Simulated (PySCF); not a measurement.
## Polarisability as a sum over states

Compound: tricarbon monosulfide, C₃S (singlet state).
SMILES: `[C]=C=C=S`

Computed, not measured: TDDFT B3LYP/def2-SVPD, vertical, gas phase, core orbitals frozen in the response in PySCF 2.14.0, density-fitted response routines. Isolated species at its PBE0-D3(BJ)/def2-SVP geometry, gas phase.

Computed singlets:

```csv
state,E (eV),f
S1,3.18,0.0000
S2,3.39,0.0000
S3,3.39,0.0000
S4,3.63,0.010
S5,3.63,0.010
S6,6.09,0.0000
S7,6.32,0.0000
S8,6.32,0.0000
S9,6.61,1.625
S10,7.54,0.0088
```

Task: How much of the mean static polarisability do these states give, one by one?

Result: Each state adds f / ΔE² (ΔE in hartree, 27.2114 eV).

| state | f/ΔE² (au) | running sum (au) | running share of α (%) |
| --- | --- | --- | --- |
| S1 | 0.00 | 0.00 | 0.0 |
| S2 | 0.00 | 0.00 | 0.0 |
| S3 | 0.00 | 0.00 | 0.0 |
| S4 | 0.57 | 0.57 | 0.9 |
| S5 | 0.57 | 1.14 | 1.9 |
| S6 | 0.00 | 1.14 | 1.9 |
| S7 | 0.00 | 1.14 | 1.9 |
| S8 | 0.00 | 1.14 | 1.9 |
| S9 | 27.56 | 28.70 | 46.8 |
| S10 | 0.11 | 28.81 | 47.0 |

The full response gives 61.32 au (9.09 Å³), so 32.5 au comes from the higher roots of the same equations.

Task: By how much does the contribution of these states grow at 1064 nm?

Result: With ω = 0.0428 hartree each state's term in the mean polarisability goes from f / ΔE² to f / (ΔE² − ω²); the sum over all 10 states goes from 28.81 to 29.83 au, a rise of 1.02 au. The full frequency-dependent response rises by 1.26 au, from 61.32 to 62.58 au.

The largest single term belongs to S9, which also has the largest f.
